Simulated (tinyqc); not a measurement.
Extended Hueckel theory, for N2-, step by step. The parameters take no account of the charge, which enters only through the electron count, and nothing here shows that the anion is bound. One step of it, computed by the program tinyqc.

Problem. Mulliken analysis. P = C n C^T; charge = valence electrons (N 5) minus the sum of (P S)_ii on the atom; overlap population = 2 sum P_ij S_ij between two atoms.

coefficients:
```
,MO1,MO2,MO3,MO4,MO5,MO6,MO7,MO8
1N 2s,0.564783,-0.480024,0.000000,0.000000,-0.227120,0.000000,0.000000,1.755905
1N 2px,0.000000,0.000000,-0.348004,0.497748,0.000000,0.796616,0.375808,0.000000
1N 2py,0.000000,0.000000,0.497748,0.348004,0.000000,-0.375808,0.796616,0.000000
1N 2pz,0.021008,0.483237,0.000000,0.000000,0.666003,0.000000,0.000000,1.385778
2N 2s,0.564783,0.480024,0.000000,0.000000,-0.227120,0.000000,0.000000,-1.755905
2N 2px,0.000000,0.000000,-0.348004,0.497748,0.000000,-0.796616,-0.375808,0.000000
2N 2py,0.000000,0.000000,0.497748,0.348004,0.000000,0.375808,-0.796616,0.000000
2N 2pz,-0.021008,0.483237,0.000000,0.000000,-0.666003,0.000000,0.000000,1.385778
```

occupations: 2.000000  2.000000  2.000000  2.000000  2.000000  0.500000  0.500000  0.000000

overlap S:
```
,1N 2s,1N 2px,1N 2py,1N 2pz,2N 2s,2N 2px,2N 2py,2N 2pz
1N 2s,1.000000,0.000000,0.000000,0.000000,0.529997,0.000000,0.000000,-0.480353
1N 2px,0.000000,1.000000,0.000000,0.000000,0.000000,0.355528,0.000000,0.000000
1N 2py,0.000000,0.000000,1.000000,0.000000,0.000000,0.000000,0.355528,0.000000
1N 2pz,0.000000,0.000000,0.000000,1.000000,0.480353,0.000000,0.000000,-0.276932
2N 2s,0.529997,0.000000,0.000000,0.480353,1.000000,0.000000,0.000000,0.000000
2N 2px,0.000000,0.355528,0.000000,0.000000,0.000000,1.000000,0.000000,0.000000
2N 2py,0.000000,0.000000,0.355528,0.000000,0.000000,0.000000,1.000000,0.000000
2N 2pz,-0.480353,0.000000,0.000000,-0.276932,0.000000,0.000000,0.000000,1.000000
```

Give: charges; Overlap populations.

Solution.

charges: 1N -0.500, 2N -0.500

Overlap populations:
```
pair,value
2-1,1.383438
```
